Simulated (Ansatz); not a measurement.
Frontier orbitals of CH₄SSi, SMILES `[SiH3]C=S`.

Cartesian coordinates in Å:
```
Si -0.6165 -0.3646 -0.3589
C 0.7731 0.5706 0.4962
S 2.2431 -0.0379 0.7476
H -0.1421 -1.7113 -0.7482
H -1.0485 0.4124 -1.5524
H -1.7717 -0.4577 0.5746
H 0.5625 1.5885 0.8410
```

Charge 0, multiplicity 1. The geometry is a stationary point of PBE0-D4/def2-TZVP. Basis def2-TZVPP, Ansatz 0.2.0.

A caution on the coupled-cluster cation, which keeps the state that its UHF reference found: spin contamination of the cation.

| functional | HOMO (eV) | LUMO (eV) | gap (eV) |
| --- | --- | --- | --- |
| PBE | -5.28 | -3.73 | 1.55 |
| PBE0 | -6.49 | -2.80 | 3.69 |
| B3LYP | -6.26 | -2.98 | 3.28 |
| ωB97M-V | -8.68 | -0.61 | 8.07 |
| HF | -9.27 | 0.94 | 10.21 |

**Question.** What is the vertical ionisation energy at frozen-core CCSD(T)/CBS(def2)? (An estimate is asked.)

**Answer.** The calculation gave: 8.96 eV (T1 of the cation 0.040).

From PBE to PBE0 the HOMO moves by −1.21 eV and the LUMO by +0.93 eV, and with ωB97M-V by −3.40 and +3.12 eV, so the gap grows from 1.54 to 8.06 eV with exact exchange. −ε(HOMO) differs from that ionisation energy by −3.68 eV with PBE and −0.28 eV with ωB97M-V.

B3LYP here is the variant with VWN-RPA as its local correlation; programs differ in this.
